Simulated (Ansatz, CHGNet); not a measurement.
**How well does each level of theory give the c axis length of 1T (CdI2-type) TiS2?**

Reference value: 5.695 Å (measured, temperature not stated, no zero-point or thermal correction; as tabulated in Chianelli et al. (1975), doi:10.1016/0025-5408(75)90100-2).

Q: What do CHGNet 0.3.0, LDA, PBE, PBEsol, PBEsol-D3(BJ), rVV10, HSE06, HSE06-D3(BJ), Hartree–Fock give, and how far is each from the reference?

A: 
| level (code) | value (Å) | difference (%) |
|---|---|---|
| CHGNet 0.3.0 | 6.236 | +9.50 |
| LDA (Ansatz) | 5.445 | -4.39 |
| PBE (Ansatz) | 6.577 | +15.5 |
| PBEsol (Ansatz) | 5.637 | -1.02 |
| PBEsol-D3(BJ) (Ansatz) | 5.336 | -6.30 |
| rVV10 (Ansatz) | 5.717 | +0.39 |
| HSE06 (Ansatz) | 6.519 | +14.5 |
| HSE06-D3(BJ) (Ansatz) | 5.503 | -3.37 |
| Hartree–Fock (Ansatz) | 7.902 | +39 |

Leaving aside CHGNet 0.3.0 (doubt noted below): The reference's temperature isn't stated, so close values are not ranked against it. Off by more than 1.75 %, or 2.45 % on the side where a correction would as a rule narrow the miss (bounds picked here): Hartree–Fock (+39 %), PBE (+15.5 %), HSE06 (+14.5 %), PBEsol-D3(BJ) (-6.30 %), LDA (-4.39 %), HSE06-D3(BJ) (-3.37 %).

The measured value isn't corrected to a static lattice, so vibrations enter the comparison.  CHGNet 0.3.0: the cell has another shape than the first-principles one, perhaps another minimum in the same group. LDA: LDA has no dispersion term either, though it tends to give short spacings of layers, chains or molecules. PBE: for a layered or molecular solid the relaxed cell lies over 5 % above the published volume, where the minimum can be shallow. PBE, PBEsol, HSE06, Hartree–Fock: the cell comes from a level without a dispersion term, which matters for the spacing of layers, chains or molecules. Cutoffs and k meshes differ between the levels. Ansatz's density-functional and Hartree–Fock values are scalar-relativistic unless marked +SOC, with PAW data made under PBE.

Machine-learned potentials (CHGNet 0.3.0) are trained on DFT data: a solid inside that data is no test of them.

Differences are worked out from the printed values.

Ansatz is an electronic-structure program.
